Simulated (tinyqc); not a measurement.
Worked calculation: extended Hueckel theory, for SiH3. Computed by tinyqc, a small Python program that keeps every step (integrals from PySCF). Settings: charge = 0, K = 1.75, weighted = 1, multiplicity = 2. Command: `OMP_NUM_THREADS=1 python tinyqc.py 21761 21762 out.jsonl` (the two numbers bound the seeds that draw the settings). One thread of a shared host (Intel(R) Xeon(R) Processor @ 2.60GHz), about 0.01 s of CPU time with the checks.

## Overlaps

Geometry (angstrom):
```
atom        x        y       z
Si     0.0000   0.0000  0.0620
H      1.4690   0.0000  0.0000
H     -0.7350   1.2730  0.0000
H     -0.7350  -1.2730  0.0000
```

Parameters chosen for this run:
```
element  shell  Slater exponent  H_ii (eV)
H           1s           1.3000   -13.6000
Si          3s           1.3830   -17.3000
Si          3p           1.3830    -9.2000
```

Slater orbitals, each expanded in six Gaussians scaled to its exponent.

overlap S, lower triangle:
```
         1Si 3s  1Si 3px  1Si 3py  1Si 3pz   2H 1s   3H 1s   4H 1s
1Si 3s   1.0000
1Si 3px  0.0000   1.0000
1Si 3py  0.0000   0.0000   1.0000
1Si 3pz  0.0000   0.0000   0.0000   1.0000
2H 1s    0.4167   0.5231   0.0000  -0.0221  1.0000
3H 1s    0.4164  -0.2614   0.4527  -0.0221  0.0391  1.0000
4H 1s    0.4164  -0.2614  -0.4527  -0.0221  0.0391  0.0390  1.0000
```

## Wolfsberg-Helmholz matrix

diagonal H_ii (eV): 1Si 3s -17.3000, 1Si 3px -9.2000, 1Si 3py -9.2000, 1Si 3pz -9.2000, 2H 1s -13.6000, 3H 1s -13.6000, 4H 1s -13.6000

K = 1.7500

H_ij = K' S_ij (H_ii + H_jj)/2 for i != j (the diagonal keeps H_ii), with K' = K + D^2 + D^4 (1 - K), D = (H_ii - H_jj)/(H_ii + H_jj), K = 1.75.

H (eV), lower triangle:
```
           1Si 3s   1Si 3px  1Si 3py  1Si 3pz     2H 1s     3H 1s     4H 1s
1Si 3s   -17.3000
1Si 3px    0.0000   -9.2000
1Si 3py    0.0000    0.0000  -9.2000
1Si 3pz    0.0000    0.0000   0.0000  -9.2000
2H 1s    -11.3588  -10.6509   0.0000   0.4495  -13.6000
3H 1s    -11.3501    5.3229  -9.2191   0.4490   -0.9297  -13.6000
4H 1s    -11.3501    5.3229   9.2191   0.4490   -0.9297   -0.9284  -13.6000
```

## Orbitals

valence electrons = 7

Solve H C = S C e through S^(-1/2); fill by pairs from the bottom, a degenerate level sharing its electrons equally; each orbital has its largest coefficient positive (the first on a tie).

orbital energies (eV): -20.6456  -15.1427  -15.1424  -9.2118  6.4004  6.4214  10.4708

occupations: 2.0000  2.0000  2.0000  1.0000  0.0000  0.0000  0.0000

coefficients:
```
            MO1      MO2      MO3      MO4      MO5      MO6      MO7
1Si 3s   0.6271  -0.0001   0.0000   0.0444   0.0000  -0.0053   1.2412
1Si 3px  0.0000   0.3980   0.0000   0.0000   0.0000   1.2596   0.0061
1Si 3py  0.0000   0.0000   0.3980   0.0000   1.2592   0.0000   0.0000
1Si 3pz  0.0004   0.0000   0.0000   0.9984   0.0000   0.0003  -0.0758
2H 1s    0.2541   0.5775   0.0000  -0.0159   0.0000  -0.9333  -0.7359
3H 1s    0.2539  -0.2889   0.5003  -0.0159  -0.8106   0.4714  -0.7288
4H 1s    0.2539  -0.2889  -0.5003  -0.0159   0.8106   0.4714  -0.7288
```

sum of one-electron energies = -111.0732 eV

Within a degenerate level the vectors are fixed only up to a rotation; this is one choice.

## Mulliken analysis

P = C n C^T; charge = valence electrons (H 1, Si 4) minus the sum of (P S)_ii on the atom; overlap population = 2 sum P_ij S_ij between two atoms.

charges: 1Si 0.4615, 2H -0.1537, 3H -0.1539, 4H -0.1539

Overlap populations:
```
pair      value
2-1    0.746561
3-1    0.746203
3-2   -0.015970
4-1    0.746203
4-2   -0.015970
4-3   -0.015946
```
